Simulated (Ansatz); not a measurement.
A made-up structure of CH5SSi (charge -1), singlet:

```tsv
atom	x (Å)	y (Å)	z (Å)
C1	0.9750	-1.4239	-0.1437
S2	0.0162	0.2488	1.0104
Si3	-0.8309	1.1261	-0.3323
H4	-1.8122	0.3008	-0.9426
H5	0.0916	1.5330	-1.3322
H6	-1.4666	2.2755	0.2073
H7	1.9290	-1.3537	0.3130
H8	0.6543	-2.2151	0.4846
```

It is relaxed with PBE-D4/def2-SVPD and then PBE0-D4/def2-TZVPD (Ansatz 0.2.0). Atoms count as bonded within 1.22 times the sum of their covalent radii (H–H: 0.88 Å). The end point is not checked to be a true minimum.

Task: Does its bonding change? (A judgement: the text doesn't fix the answer.)

Result: By the calculation: Yes. Formed: C1–S2, C1–Si3; broken: S2–Si3.

Where it ends: The first stage lowers the energy by 3.61 eV in 17 steps. It ends as CH₅SSi ([SiH3][CH2][S]), total charge -1:
C1  (0.423, -0.701, 0.348)
S2  (1.174, 0.244, 1.719)
Si3  (-0.512, 0.608, -0.569)
H4  (-1.262, 0.102, -1.799)
H5  (0.384, 1.672, -1.104)
H6  (-1.573, 1.236, 0.269)
H7  (1.172, -1.176, -0.298)
H8  (-0.250, -1.493, 0.699)
(Å)

Labels in which every atom is bracketed show which atoms are joined, not bond orders.

For scale, one of the runs: PBE0-D4/def2-TZVPD relaxation, 171 basis functions, launched by `ansatz run in.yaml --threads 2 --pin off --events-out ev --progress --plain --max-ram 4352MiB`. Hardware: 2 CPU threads of an Intel Xeon Platinum 8488C, shared host. Wall time about 21 s.
